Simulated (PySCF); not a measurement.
## P: electron affinity

P⁻ [Ne] 3s2 3p4 (3P) → P [Ne] 3s2 3p3 (4S), as a difference of total energies. Computed with PySCF 2.14 in aug-cc-pCVTZ-DK (8s7p5d3f, 75 functions), with the spin-free X2C one-electron Hamiltonian (Gaussian nucleus). Correlated levels: valence: [Ne] frozen; valence and next inner shell: 1s2 frozen; nothing frozen. The calculations carry no spin-orbit coupling.

| method | electron affinity (eV) |
| --- | --- |
| UHF | -0.334 |
| LDA | 1.026 |
| PBE | 0.869 |
| PBE0 | 0.771 |
| r2SCAN | 0.767 |
| revPBE | 0.835 |
| wB97X-V | 0.829 |
| wB97X | 0.801 |
| LC-wPBE | 0.741 |
| MP2 (valence) | 0.458 |
| SCS-MP2 (valence) | 0.529 |
| MP2 (valence and next inner shell) | 0.448 |
| SCS-MP2 (valence and next inner shell) | 0.520 |
| MP2 (all electrons) | 0.449 |
| SCS-MP2 (all electrons) | 0.520 |

A first-order spin-orbit estimate (lowest level to lowest level, LS coupling) adds 0.012 eV.

Errors of the correlated levels include the incompleteness of this basis and the frozen core.

A negative affinity means that the anion lies above the atom at that level of theory.

In the anion the highest occupied orbital energy is positive at LDA, PBE, PBE0, r2SCAN, revPBE, a self-interaction effect; the basis confines that electron, and the energy difference can still be sensible.

For comparison: 0.747 eV (measured; photodetachment measurements, as compiled on the Wikipedia data page of electron affinities).
